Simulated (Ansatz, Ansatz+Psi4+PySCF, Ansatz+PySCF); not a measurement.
```tsv
atom	x (Å)	y (Å)	z (Å)
O	0.0000	0.0000	0.1088
H	0.0000	0.0000	-2.8284
```

Basis set: cc-pVTZ (spherical functions). Correlated methods keep 1 orbital frozen. Correlation on ROHF uses semicanonical orbitals with singles. Charge 0, multiplicity 2.

Computed with Ansatz (development build ahead of 0.2.0); each method stands on the lowest determinant of its kind that the runs found.

The atomization energy at this shape (free ground-state atoms in the same class of orbitals less the molecule, no zero-point energy) of doublet OH in separate pieces:

```tsv
method	atomization energy
UHF-CCSD(T)	1.1 kJ/mol
UHF-MP2	0.8 kJ/mol
ROHF	-318.4 kJ/mol
UHF	0.1 kJ/mol
```

Question: What does ROHF-MP2 give?

Answer: -278.0 kJ/mol. Caution for UHF-CCSD(T), UHF-MP2, UHF: the determinant may break the point group; the unrestricted determinant is a mixture of spin states. Caution for ROHF-MP2, ROHF: an unrestricted determinant lies well below; the molecule lies well above its atoms at this level. Caution for ROHF-MP2: another reference gives a lower total; bonds are stretched, where a single reference can fail.
